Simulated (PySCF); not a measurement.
# CH5Si (SMILES C[SiH2]): a chain of runs

We compute a series of 12 runs (UPBE0-D4/def2-TZVP, UMP2/def2-TZVPP, URI-MP2/def2-QZVPP, UPBE-D4/def2-TZVPP, U-r2SCAN-D4/def2-TZVPP, UB3LYP-D4/def2-TZVPP, UPBE0-D4/def2-TZVPP, UB2PLYP/def2-TZVPP, and more) of CH5Si. Input form: a Python script.

Program for the calculation: PySCF 2.14.0.

1 further run of the same task is left out (for a faulty analytic Hessian).

### Step 1. The system as given

CH5Si: 7 atoms, total charge 0, spin state doublet. SMILES: `C[SiH2]`. All atoms were displaced at random from a relaxed shape. The run starts from this shape.

Bond lengths: C1–Si2 1.930 Å, C1–H3 1.084 Å, C1–H4 1.075 Å, C1–H5 1.087 Å, Si2–H6 1.436 Å, Si2–H7 1.497 Å. Angles: C1–Si2–H6 111.0°, C1–Si2–H7 111.4°, Si2–C1–H3 105.6°, Si2–C1–H4 111.5°, Si2–C1–H5 113.0°, H6–Si2–H7 108.4°, H3–C1–H4 108.4°, H3–C1–H5 107.7°, H4–C1–H5 110.2°.

### Step 2. A geometry optimisation at UPBE0-D4/def2-TZVP (density fitting with def2-universal-jkfit) (run 1)

Contents of geometry.xyz:

```xyz
7
CH5Si
C     -0.150056    -0.820582     0.126358
Si     0.147857     1.075761     0.328657
H     -0.218089    -0.993071    -0.941195
H      0.674440    -1.392366     0.511302
H     -1.081342    -1.155096     0.575527
H     -0.938181     1.830904    -0.230685
H      1.417098     1.504628    -0.340258
```

Contents of run.py:

```python
from pyscf import gto, dft
from pyscf.geomopt.geometric_solver import kernel as optimise

mol = gto.Mole()
mol.atom = 'geometry.xyz'
mol.spin = 1
mol.basis = 'def2-tzvp'
mol.charge = 0
mol.max_memory = 1860
mol.verbose = 3
mol.build()

mf = dft.UKS(mol, xc='pbe0')
mf = mf.density_fit(auxbasis='def2-universal-jkfit')
mf.disp = 'd4'
mf.grids.level = 4
mf.max_cycle = 100
mf.conv_tol = 1e-09
converged, mol_eq = optimise(mf, maxsteps=100)
print('converged:', converged)
print(mol_eq.tostring())

mf.reset(mol_eq)
mol = mol_eq
mf.kernel()
e_tot = mf.e_tot
print(f'total energy: {e_tot:.8f} hartree')
```

Started as:

```sh
$ OMP_NUM_THREADS=1 python run.py
```

Log:

```text
maxiter                   100
----------------------------------------------------------
Custom engine selected.
Bonds will be generated from interatomic distances less than 1.20 times sum of covalent radii
21 internal coordinates being used (instead of 21 Cartesians)
Internal coordinate system (atoms numbered from 1):
Distance 1-2
Distance 1-3
Distance 1-4
Distance 1-5
Distance 2-6
Distance 2-7
Angle 2-1-3
Angle 2-1-4
Angle 2-1-5
Angle 3-1-4
Angle 3-1-5
Angle 4-1-5
Angle 1-2-6
Angle 1-2-7
Angle 6-2-7
Dihedral 3-1-2-6
Dihedral 3-1-2-7
Dihedral 4-1-2-6
Dihedral 4-1-2-7
Dihedral 5-1-2-6
Dihedral 5-1-2-7
Translation-X 1-7
Translation-Y 1-7
Translation-Z 1-7
Rotation-A 1-7
Rotation-B 1-7
Rotation-C 1-7
> ===== Optimization Info: ====
> Job type: Energy minimization
> Maximum number of optimization cycles: 100
> Initial / maximum trust radius (Angstrom): 0.100 / 0.300
> Convergence Criteria:
> Will converge when all 5 criteria are reached:
>  |Delta-E| < 1.00e-06
>  RMS-Grad  < 3.00e-04
>  Max-Grad  < 4.50e-04
>  RMS-Disp  < 1.20e-03
>  Max-Disp  < 1.80e-03
> === End Optimization Info ===

Geometry optimization cycle 1
Cartesian coordinates (Angstrom)
 Atom        New coordinates             dX        dY        dZ
   C  -0.150056  -0.820582   0.126358    0.000000  0.000000  0.000000
  Si   0.147857   1.075761   0.328657    0.000000 -0.000000  0.000000
   H  -0.218089  -0.993071  -0.941195    0.000000  0.000000  0.000000
   H   0.674440  -1.392366   0.511302   -0.000000  0.000000  0.000000
   H  -1.081342  -1.155096   0.575527    0.000000  0.000000  0.000000
   H  -0.938181   1.830904  -0.230685    0.000000  0.000000  0.000000
   H   1.417098   1.504628  -0.340258    0.000000  0.000000  0.000000

WARN: Mole.unit (angstrom) is changed to Bohr

WARN: HOMO -0.168412189074633 >= LUMO -0.168412189074637

converged SCF energy = -330.402252837853  <S^2> = 0.75257188  2S+1 = 2.0025702
--------------- DFUKS_Scanner gradients ---------------
         x                y                z
0 C     0.0022640393    -0.0239416764     0.0015724652
1 Si    -0.0137630985     0.0250295548    -0.0069272167
2 H     0.0002401769     0.0033689650     0.0074725181
3 H    -0.0075537048     0.0054704377    -0.0050293226
4 H     0.0012859217    -0.0009691071    -0.0031909836
5 H     0.0161829168    -0.0106903497     0.0074696565
6 H     0.0013433929     0.0017320556    -0.0013666696
----------------------------------------------
cycle 1: E = -330.402252838  dE = -330.402  norm(grad) = 0.0455591
Step    0 : Gradient = 1.722e-02/2.939e-02 (rms/max) Energy = -330.4022528379
Hessian Eigenvalues: 2.30000e-02 5.00000e-02 5.00000e-02 ... 3.51952e-01 3.55704e-01 3.66462e-01

Geometry optimization cycle 2
Cartesian coordinates (Angstrom)
 Atom        New coordinates             dX        dY        dZ
   C  -0.141618  -0.801443   0.112918    0.008438  0.019139 -0.013440
  Si   0.149963   1.045296   0.332832    0.002106 -0.030465  0.004175
   H  -0.215807  -0.999042  -0.961862    0.002282 -0.005971 -0.020667
   H   0.688817  -1.380372   0.516616    0.014377  0.011994  0.005314
   H  -1.071449  -1.117170   0.585808    0.009893  0.037926  0.010281
   H  -0.978468   1.840260  -0.231103   -0.040287  0.009356 -0.000418
   H   1.420315   1.462658  -0.325537    0.003217 -0.041970  0.014721
converged SCF energy = -330.404687141106  <S^2> = 0.75252785  2S+1 = 2.0025263
--------------- DFUKS_Scanner gradients ---------------
         x                y                z
0 C    -0.0004030142    -0.0053887258     0.0025380195
1 Si     0.0004210859     0.0022913559    -0.0000714085
2 H     0.0000680469     0.0020011864    -0.0006687602
3 H     0.0001711505     0.0009032155    -0.0005155776
4 H    -0.0000331710     0.0006803006    -0.0007569313
5 H     0.0000295102    -0.0001260257    -0.0002875267
6 H    -0.0002541880    -0.0003615789    -0.0002375145
----------------------------------------------
cycle 2: E = -330.404687141  dE = -0.0024343  norm(grad) = 0.00693041
Step    1 : Displace = 3.329e-02/4.460e-02 (rms/max) Trust = 1.000e-01 (=) Grad = 2.619e-03/5.970e-03 (rms/max) E (change) = -330.4046871411 (-2.434e-03) Quality = 1.061
Hessian Eigenvalues: 2.30000e-02 5.00000e-02 5.00000e-02 ... 3.51551e-01 3.58023e-01 3.66489e-01

Geometry optimization cycle 3
Cartesian coordinates (Angstrom)
 Atom        New coordinates             dX        dY        dZ
   C  -0.141347  -0.797183   0.105288    0.000272  0.004260 -0.007630
  Si   0.150149   1.042058   0.327881    0.000185 -0.003239 -0.004951
   H  -0.218711  -1.020141  -0.964221   -0.002903 -0.021098 -0.002359
   H   0.685729  -1.377791   0.517031   -0.003089  0.002581  0.000415
   H  -1.067536  -1.111746   0.588095    0.003913  0.005424  0.002287
   H  -0.980034   1.845274  -0.225466   -0.001566  0.005014  0.005636
   H   1.423550   1.469738  -0.318961    0.003235  0.007080  0.006576
converged SCF energy = -330.40481191875  <S^2> = 0.75255206  2S+1 = 2.0025504
--------------- DFUKS_Scanner gradients ---------------
         x                y                z
0 C    -0.0002564124    -0.0013161892     0.0015854877
1 Si     0.0004299828    -0.0002185488     0.0001167920
2 H     0.0000952154     0.0009289450    -0.0005961183
3 H     0.0002265517     0.0002322399    -0.0002177954
4 H     0.0000161224     0.0002798072    -0.0003322518
5 H    -0.0005257455     0.0002782523    -0.0003848270
6 H     0.0000136872    -0.0001848861    -0.0001709685
----------------------------------------------
cycle 3: E = -330.404811919  dE = -0.000124778  norm(grad) = 0.00258702
Step    2 : Displace = 1.069e-02/2.139e-02 (rms/max) Trust = 1.414e-01 (+) Grad = 9.778e-04/2.077e-03 (rms/max) E (change) = -330.4048119187 (-1.248e-04) Quality = 1.401
Hessian Eigenvalues: 2.30000e-02 4.16285e-02 5.00000e-02 ... 3.50996e-01 3.57187e-01 3.67817e-01

Geometry optimization cycle 4
Cartesian coordinates (Angstrom)
 Atom        New coordinates             dX        dY        dZ
   C  -0.141446  -0.795802   0.097896   -0.000099  0.001381 -0.007392
  Si   0.150533   1.041819   0.322982    0.000384 -0.000239 -0.004899
   H  -0.222183  -1.041701  -0.965647   -0.003472 -0.021561 -0.001426
   H   0.682635  -1.376146   0.517660   -0.003094  0.001645  0.000629
   H  -1.064556  -1.108339   0.589649    0.002980  0.003408  0.001553
   H  -0.978722   1.850937  -0.219857    0.001312  0.005663  0.005609
   H   1.425620   1.479491  -0.313078    0.002070  0.009754  0.005883
converged SCF energy = -330.404849700291  <S^2> = 0.75258023  2S+1 = 2.0025786
--------------- DFUKS_Scanner gradients ---------------
         x                y                z
0 C    -0.0000969213     0.0004823074     0.0003299621
1 Si     0.0001964138    -0.0003167215     0.0000439881
2 H     0.0000504503    -0.0000160142    -0.0001425886
3 H     0.0000307118    -0.0001664226    -0.0000505374
4 H     0.0000376509    -0.0001212547    -0.0000332608
5 H    -0.0002385701     0.0001526852    -0.0001276321
6 H     0.0000196541    -0.0000150676    -0.0000195374
----------------------------------------------
cycle 4: E = -330.4048497  dE = -3.77815e-05  norm(grad) = 0.000812885
Step    3 : Displace = 1.065e-02/2.184e-02 (rms/max) Trust = 2.000e-01 (+) Grad = 3.072e-04/5.924e-04 (rms/max) E (change) = -330.4048497003 (-3.778e-05) Quality = 1.070
Hessian Eigenvalues: 2.29972e-02 3.93393e-02 5.00000e-02 ... 3.50918e-01 3.56286e-01 3.67489e-01

Geometry optimization cycle 5
Cartesian coordinates (Angstrom)
 Atom        New coordinates             dX        dY        dZ
   C  -0.141431  -0.796245   0.096840    0.000015 -0.000443 -0.001055
  Si   0.150468   1.041719   0.322459   -0.000064 -0.000100 -0.000523
   H  -0.222688  -1.043979  -0.966005   -0.000505 -0.002278 -0.000358
   H   0.682624  -1.375433   0.518027   -0.000011  0.000713  0.000367
   H  -1.064481  -1.107418   0.589703    0.000075  0.000921  0.000054
   H  -0.978189   1.851106  -0.218975    0.000533  0.000169  0.000883
   H   1.425629   1.480550  -0.312477    0.000009  0.001058  0.000600
converged SCF energy = -330.404850902716  <S^2> = 0.75258363  2S+1 = 2.002582
--------------- DFUKS_Scanner gradients ---------------
         x                y                z
0 C    -0.0000356876     0.0002519757     0.0000895170
1 Si     0.0000305834    -0.0000753738     0.0000019730
2 H     0.0000182052    -0.0000399840    -0.0000366475
3 H     0.0000029372    -0.0000746030    -0.0000218096
4 H     0.0000149779    -0.0000702021    -0.0000058706
5 H    -0.0000321795     0.0000146718    -0.0000237183
6 H     0.0000005560    -0.0000069801    -0.0000030394
----------------------------------------------
cycle 5: E = -330.404850903  dE = -1.20242e-06  norm(grad) = 0.000309485
Step    4 : Displace = 1.267e-03/2.364e-03 (rms/max) Trust = 2.828e-01 (+) Grad = 1.170e-04/2.698e-04 (rms/max) E (change) = -330.4048509027 (-1.202e-06) Quality = 1.280
Hessian Eigenvalues: 2.29052e-02 3.76814e-02 4.99994e-02 ... 3.51007e-01 3.53716e-01 3.65512e-01

Geometry optimization cycle 6
Cartesian coordinates (Angstrom)
 Atom        New coordinates             dX        dY        dZ
   C  -0.141374  -0.796649   0.096465    0.000057 -0.000404 -0.000375
  Si   0.150449   1.041585   0.322234   -0.000020 -0.000133 -0.000225
   H  -0.222819  -1.044594  -0.966207   -0.000131 -0.000614 -0.000202
   H   0.682743  -1.375156   0.518291    0.000119  0.000277  0.000264
   H  -1.064547  -1.106898   0.589676   -0.000066  0.000519 -0.000027
   H  -0.978085   1.851177  -0.218598    0.000104  0.000071  0.000377
   H   1.425631   1.480888  -0.312334    0.000002  0.000338  0.000144
converged SCF energy = -330.404851085918  <S^2> = 0.75258514  2S+1 = 2.0025835
--------------- DFUKS_Scanner gradients ---------------
         x                y                z
0 C    -0.0000063473     0.0000323853     0.0000014383
1 Si    -0.0000206754     0.0000164131    -0.0000088188
2 H     0.0000003076    -0.0000095586     0.0000023691
3 H     0.0000004341    -0.0000088241    -0.0000044465
4 H     0.0000025972    -0.0000154374     0.0000013104
5 H     0.0000204135    -0.0000135661     0.0000069995
6 H     0.0000026663    -0.0000019069     0.0000015559
----------------------------------------------
cycle 6: E = -330.404851086  dE = -1.83202e-07  norm(grad) = 5.45012e-05
Step    5 : Displace = 4.689e-04/6.675e-04 (rms/max) Trust = 3.000e-01 (+) Grad = 2.060e-05/3.303e-05 (rms/max) E (change) = -330.4048510859 (-1.832e-07) Quality = 1.101
Hessian Eigenvalues: 2.29052e-02 3.76814e-02 4.99994e-02 ... 3.51007e-01 3.53716e-01 3.65512e-01
Converged! =D

converged: True
C          -0.14137380       -0.79664898        0.09646486
Si          0.15044853        1.04158547        0.32223411
H          -0.22281860       -1.04459382       -0.96620734
H           0.68274332       -1.37515591        0.51829135
H          -1.06454706       -1.10689839        0.58967587
H          -0.97808487        1.85117674       -0.21859750
H           1.42563106        1.48088797       -0.31233383

WARN: HOMO -0.166792443200251 >= LUMO -0.166792443200247

converged SCF energy = -330.404851085916  <S^2> = 0.75258496  2S+1 = 2.0025833
total energy: -330.40485109 hartree
```

It took 1.9 min on 1 thread of Arm Neoverse V1, shared host; peak memory 0.94 GiB.

Steps, from the record of the run:

```
step  energy from the first frame kept (eV)  largest force (eV/Å)
   0                                 0.0000                1.5114
   1                                -0.0662                0.3070
   2                                -0.0696                0.1068
   3                                -0.0707                0.0305
   4                                -0.0707                0.0139
   5                                -0.0707                0.0017
```

After the run. Bond lengths: C1–Si2 1.875 Å, C1–H3 1.094 Å, C1–H4 1.092 Å, C1–H5 1.092 Å, Si2–H6 1.490 Å, Si2–H7 1.491 Å. Angles: C1–Si2–H6 111.8°, C1–Si2–H7 111.8°, Si2–C1–H3 110.5°, Si2–C1–H4 110.8°, Si2–C1–H5 110.8°, H6–Si2–H7 109.5°, H3–C1–H4 108.1°, H3–C1–H5 108.1°, H4–C1–H5 108.3°.

### Step 3. The energy at UMP2/def2-TZVPP (run 3)

Contents of run.py:

```python
# C[SiH2]
from pyscf import gto, scf, mp

mol = gto.M(
    atom=[
    ('C', (-0.141374, -0.796649, 0.096465)),
    ('Si', (0.150449, 1.041585, 0.322234)),
    ('H', (-0.222819, -1.044594, -0.966207)),
    ('H', (0.682743, -1.375156, 0.518291)),
    ('H', (-1.064547, -1.106898, 0.589676)),
    ('H', (-0.978085, 1.851177, -0.218598)),
    ('H', (1.425631, 1.480888, -0.312334)),
],
    max_memory=1860,
    spin=1,
    verbose=3,
    basis='def2-tzvpp',
)

hf = scf.UHF(mol)
hf.conv_tol = 1e-10
hf.kernel()
if not hf.converged:
    hf = hf.newton().run(hf.mo_coeff, hf.mo_occ)

pt = mp.MP2(hf, frozen=6).run()
etot = pt.e_tot
print(f'total energy: {etot:.8f} hartree')
```

Started as:

```sh
$ OMP_NUM_THREADS=1 python run.py
```

Log:

```text
converged SCF energy = -329.698886536351  <S^2> = 0.75428319  2S+1 = 2.0042786
E(UMP2) = -329.99037286192  E_corr = -0.291486325569223
E(SCS-UMP2) = -330.001505467706  E_corr = -0.302618931354453
total energy: -329.99037286 hartree
```

Run time: 23 s. Hardware: 1 thread of Arm Neoverse V1, shared host; peak memory 0.86 GiB.

Runs 4 to 12 aren't shown in full; the table further down has their settings and results.

### Step 4. The singlet cation: a single-point energy at B3LYP/6-31G(d) (spherical functions) (run 13)

Contents of job.py:

```python
from pyscf import gto, dft

molecule = gto.M(
    atom='''
C     -0.141374    -0.796649     0.096465
Si     0.150449     1.041585     0.322234
H     -0.222819    -1.044594    -0.966207
H      0.682743    -1.375156     0.518291
H     -1.064547    -1.106898     0.589676
H     -0.978085     1.851177    -0.218598
H      1.425631     1.480888    -0.312334
''',
    spin=0,
    basis='6-31g*',
    charge=1,
    verbose=3,
    max_memory=1860,
)

mf = dft.RKS(molecule, xc='b3lyp')
mf.grids.level = 5
mf.conv_tol = 1e-10
mf.kernel()
if not mf.converged:
    mf = mf.newton().run(mf.mo_coeff, mf.mo_occ)

energy = mf.e_tot
print('Final energy', energy)
```

Started as:

```sh
$ OMP_NUM_THREADS=1 python job.py
```

Log:

```text
converged SCF energy = -330.255950745708
Final energy -330.25595074570805
```

Run time: 6.3 s. Hardware: 1 thread of Arm Neoverse V1, shared host; peak memory 0.26 GiB.

### Step 5. The series

```
run                                                           level      task  integral approximation  partner  energy (Eh)  dipole moment (D) of the reference  HOMO energy (eV)  LUMO energy (eV)  wall time
  1  UPBE0-D4/def2-TZVP (density fitting with def2-universal-jkfit)  optimise    def2-universal-jkfit     base  -330.404851                                0.93             -5.90             -2.07    1.9 min
  3                                                 UMP2/def2-TZVPP    energy                    none     base  -329.990373                                0.82             -8.73              1.61       23 s
  4  URI-MP2/def2-QZVPP (density fitting with def2-universal-jkfit)    energy    def2-universal-jkfit     base  -330.017562                                0.84             -8.73              1.40       13 s
  5                                              UPBE-D4/def2-TZVPP    energy                    none     base  -330.366774                                0.96             -4.81             -3.01       42 s
  6                                          U-r2SCAN-D4/def2-TZVPP    energy                    none     base  -330.526477                                0.95             -5.14             -2.50    2.1 min
  7                                            UB3LYP-D4/def2-TZVPP    energy                    none     base  -330.612982                                0.89             -5.61             -2.49       49 s
  8                                             UPBE0-D4/def2-TZVPP    energy                    none     base  -330.406240                                0.92             -5.90             -2.07       48 s
  9                                              UB2PLYP/def2-TZVPP    energy                    none     base  -330.413064                                0.85             -6.83             -0.84       65 s
 10                             UB3LYP/6-31G* (spherical functions)    energy                    none     base  -330.556018                                0.91             -5.50             -2.37      9.9 s
 11                                                      UHF/STO-3G    energy                    none     base  -325.866553                                0.66             -6.31              6.68     0.87 s
 12                                                  MP2/def2-TZVPP    energy                    none   cation  -329.692106                                   –            -18.92             -6.94      7.2 s
 13                              B3LYP/6-31G* (spherical functions)    energy                    none   cation  -330.255951                                   –            -15.64            -10.67      6.3 s
```

### Step 6. Results

| quantity | value |
| --- | --- |
| singlet cation, run 13: total energy | -330.25595 Eh |
| singlet cation, run 13: HOMO energy | -15.64 eV |
| singlet cation, run 13: LUMO energy | -10.67 eV |
| singlet cation, run 13: HOMO–LUMO gap | 4.97 eV |
| vertical ionisation energy (to the singlet cation), UMP2/def2-TZVPP | 8.116 eV |
| vertical ionisation energy (to the singlet cation), UB3LYP/6-31G* | 8.165 eV |

In words: At UMP2/def2-TZVPP: removing an electron at fixed nuclei costs 8.12 eV (187 kcal/mol). Only the singlet of the ionised species was computed; a triplet could lie lower. At UB3LYP/6-31G*: the vertical ionisation energy comes to 8.17 eV (188 kcal/mol). Totals of different functionals can't be ranked against each other. In run 11 the basis is minimal, so the values are rough. All runs together took 8.4 min, the longest 2.1 min.
